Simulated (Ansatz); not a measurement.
Basis-set extrapolation for `F[C@@H]1O[C@@H]1F` (PBE0-D4/def2-TZVP geometry, frozen core, Ansatz 0.2.0). Multiplicity 1, RHF reference.

```
                      def2-TZVPP   def2-QZVPP
                 HF  -350.735573  -350.751083
    MP2 correlation    -1.047694    -1.135642
CCSD(T) correlation    -1.096479      not run
```

Energies in hartree. Use E(X) = E(∞) + A·exp(−7.88·√X) for Hartree–Fock and E(X) = E(∞) + B·X^(−2.97) for correlation, with X = 3 and 4, and add CCSD(T) minus MP2 of the smaller set to the MP2 limit.

**Question.** What is the CCSD(T) energy at the basis-set limit?

**Answer.** HF limit: -350.751083 + (-0.015510) × 0.13774 = -350.75322. MP2 limit: -1.135642 + (-0.087948) × 0.74074 = -1.20079. Higher-order term: -1.096479 − (-1.047694) = -0.04879. Total: -352.00280 hartree, 448.3 kJ/mol below CCSD(T)/def2-TZVPP.
